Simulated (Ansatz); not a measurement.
Relaxation of CH₇NSi (10 atoms, charge 0, multiplicity 1), to a largest force component of 0.03 eV/Å in at most 50 steps.

Theory: RKS PBE0/def2-mTZVP in Ansatz.

```xyz
10
Properties=species:S:1:pos:R:3
Si -0.640 0.172 0.437
N 0.857 1.138 0.528
C -0.020 -1.152 -0.718
H 1.006 -0.806 -0.770
H -1.856 0.878 -0.070
H -0.955 -0.280 1.817
H 1.221 1.449 -0.365
H 0.882 1.925 1.165
H -0.025 -2.163 -0.314
H -0.470 -1.160 -1.709
```

Problem. Where does it end, and by what steps?

Solution. It converged. The force dipped under the threshold on the way, but the program's further checks kept it going. After 13 steps the energy has fallen by 0.255 eV; H4 moved furthest, 0.90 Å.

```
step  energy less start (eV)  largest force component (eV/Å)  accepted
   0                  0.0000                           0.937       yes
   1                 -0.1383                           0.575       yes
   2                 -0.1846                           0.571       yes
   3                 -0.1111                           0.954        no
   4                 -0.2005                           0.126       yes
   5                 -0.2088                           0.109       yes
   6                 -0.2166                           0.339       yes
   7                 -0.2265                           0.384       yes
   8                 -0.2491                           0.060       yes
   9                 -0.2414                           0.303        no
  10                 -0.2514                           0.025       yes
  11                 -0.2534                           0.136       yes
  12                 -0.2545                           0.085       yes
  13                 -0.2549                           0.009       yes
```

```xyz
10
Properties=species:S:1:pos:R:3
Si -0.464 0.158 0.456
N 0.750 1.393 0.425
C 0.006 -1.223 -0.715
H 0.974 -1.651 -0.448
H -1.841 0.623 0.092
H -0.525 -0.318 1.866
H 0.956 1.875 -0.439
H 0.814 2.036 1.201
H -0.739 -2.024 -0.691
H 0.068 -0.870 -1.748
```

Whether the end is a true minimum wasn't checked by a vibrational analysis.

Time of the run: 8.6 s on 2 threads of AMD EPYC 9R45 96-Core Processor (Zen 5) (shared host), peak memory 0.17 GiB.
